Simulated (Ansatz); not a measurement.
The same path of H6OSi2 (9 atoms, charge 0, multiplicity 1) was run twice with different band settings. Lost on the way: Si1–H7. Made: O2–H7.

Theory: Ansatz, RKS CAM-B3LYP/cc-pVDZ.

Relaxed end points:

```xyz
9
Properties=species:S:1:pos:R:3
Si 0.403 0.049 -0.159
O 0.441 -0.251 1.488
Si -0.540 -0.493 2.822
H -1.548 -1.560 2.535
H 0.334 -0.912 3.955
H -1.254 0.773 3.171
H 1.809 0.039 -0.650
H -0.217 1.383 -0.427
H -0.387 -1.010 -0.859
```

```xyz
9
Properties=species:S:1:pos:R:3
Si 0.159 0.156 -0.748
O 0.794 -0.183 1.186
Si -0.314 -0.513 2.478
H -1.018 -1.792 2.209
H 0.520 -0.622 3.709
H -1.222 0.654 2.516
H 1.661 -0.609 1.205
H -0.397 1.512 -0.300
H -1.141 -0.583 -0.377
```

Common settings: movable images 5; climbing image yes; optimiser quadratic models (default); start path through a guess of the saddle point; force threshold 0.03 eV/Å; iteration limit 60; end points relaxed.

| run | spring |
| --- | --- |
| 1 | 5.0 eV/Å² |
| 2 | 20.0 eV/Å² |

Question: What does each run give, and how far can it be trusted?

Answer: Run 1: converged after 31 iterations, highest image 3.347 eV above the first end. Neighbouring images differ by up to 2.8 eV, so the band resolves the path poorly. A vibrational analysis at the climbing image gives one clearly imaginary mode, 1577i cm⁻¹: a first-order saddle point.
Run 2: converged after 32 iterations, highest image 3.347 eV above the first end. Neighbouring images differ by up to 2.9 eV, so the band resolves the path poorly. Another band between the same ends (5 images) ends at a top of the same energy, where a vibrational analysis finds 1 clearly imaginary mode.
The orbitals stay closed-shell, which can raise the energy where a bond breaks towards radicals; this wasn't checked here.
